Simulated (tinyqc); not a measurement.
Inside a calculation. Method: Pariser-Parr-Pople SCF with singles CI, for the molecule C=C1C=CC=C1 (SMILES; centres numbered as the heavy atoms are written). One step of it, computed by the program tinyqc.

Question. Iteration 2: Fock matrix. F_rr = H_rr + P_rr gamma_rr / 2 + sum_(s != r) P_ss gamma_rs; F_rs = H_rs - P_rs gamma_rs / 2; E = tr P (H + F) / 2 + core repulsion sum_(r<s) z_r z_s gamma_rs.

P after iteration 1, order 1C, 2C, 3C, 4C, 5C, 6C:
```
[[0.586031, 0.718197, 0.167595, -0.267353, -0.267353, 0.167595],
 [0.718197, 1.134472, 0.426276, -0.108500, -0.108500, 0.426276],
 [0.167595, 0.426276, 1.113978, 0.782082, -0.078837, -0.393077],
 [-0.267353, -0.108500, 0.782082, 1.025770, 0.532826, -0.078837],
 [-0.267353, -0.108500, -0.078837, 0.532826, 1.025770, 0.782082],
 [0.167595, 0.426276, -0.393077, -0.078837, 0.782082, 1.113978]]
```

core matrix H (eV), order 1C, 2C, 3C, 4C, 5C, 6C:
```
[[-30.279403, -2.390000, 0.000000, 0.000000, 0.000000, 0.000000],
 [-2.390000, -35.447775, -2.390000, 0.000000, 0.000000, -2.390000],
 [0.000000, -2.390000, -33.952235, -2.390000, 0.000000, 0.000000],
 [0.000000, 0.000000, -2.390000, -33.103525, -2.390000, 0.000000],
 [0.000000, 0.000000, 0.000000, -2.390000, -33.103525, -2.390000],
 [0.000000, -2.390000, 0.000000, 0.000000, -2.390000, -33.952235]]
```

repulsion gamma_rs (eV), order 1C, 2C, 3C, 4C, 5C, 6C:
```
[[10.700000, 5.244318, 3.749087, 2.898455, 2.898455, 3.749087],
 [5.244318, 10.700000, 5.243624, 3.988105, 3.988105, 5.243624],
 [3.749087, 5.243624, 10.700000, 5.244966, 3.987682, 3.986876],
 [2.898455, 3.988105, 5.244966, 10.700000, 5.244318, 3.987682],
 [2.898455, 3.988105, 3.987682, 5.244318, 10.700000, 5.244966],
 [3.749087, 5.243624, 3.986876, 3.987682, 5.244966, 10.700000]]
```

Centres (angstrom, eV; a flat drawing with bonds scaled to 1.40 angstrom):
```
centre          x          y  core charge z          W   gamma_rr
1C       2.159000   0.000000              1  11.740000  10.700000
2C       0.759000   0.000000              1  11.740000  10.700000
3C      -0.064000   1.133000              1  11.740000  10.700000
4C      -1.395000   0.700000              1  11.740000  10.700000
5C      -1.395000  -0.700000              1  11.740000  10.700000
6C      -0.064000  -1.133000              1  11.740000  10.700000
```

Give: F; pi energy.

Answer.

F (eV), order 1C, 2C, 3C, 4C, 5C, 6C:
```
[[-6.8955, -4.2732, -0.3142, 0.3875, 0.3875, -0.3142],
 [-4.2732, -6.4407, -3.5076, 0.2164, 0.2164, -3.5076],
 [-0.3142, -3.5076, -5.9348, -4.4410, 0.1572, 0.7836],
 [0.3875, 0.2164, -4.4410, -5.7282, -3.7872, 0.1572],
 [0.3875, 0.2164, 0.1572, -3.7872, -5.7282, -4.4410],
 [-0.3142, -3.5076, 0.7836, 0.1572, -4.4410, -5.9348]]
```

pi energy = -78.7017 eV
